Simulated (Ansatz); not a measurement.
Born–Oppenheimer molecular dynamics of AlClFH (4 atoms, charge 0, multiplicity 1). It starts from a relaxed structure.

The calculation used Ansatz, RKS PBE0/def2-SVP.

```json
{
 "ensemble": "NVT, Nosé–Hoover chain",
 "time step": "0.5 fs",
 "steps asked": "100",
 "set temperature": "300 K",
 "thermostat": "time constant 300 fs, chain length 3",
 "seed": "790671"
}
```

First frame:

```xyz
4
Properties=species:S:1:pos:R:3
Al 0.036 0.000 -0.004
H 0.001 0.000 1.560
Cl 1.815 0.000 -1.095
F -1.383 0.000 -0.862
```

How far do the bonds stretch over the last three quarters of this one trajectory? (Pairs bonded in most of those frames.)


```
   bond  mean (Å)  spread (Å)  shortest  longest
 Al1–H2     1.572       0.039      1.51     1.62
Al1–Cl3     2.097       0.047      2.04     2.16
 Al1–F4     1.661       0.016      1.63     1.68
```

Mean temperature of the second half: 135 K. The conserved energy stayed within 0.061 meV per atom of its start (net change 0.011 meV per atom), so the integration is sound. The mean temperature of the second half is 55 % below the set value. A run of 0.05 ps of so small a system gives no equilibrium averages.

Time of the run: 2.1 min on 1 thread of Arm Neoverse V1, on a shared host, peak memory 0.097 GiB.
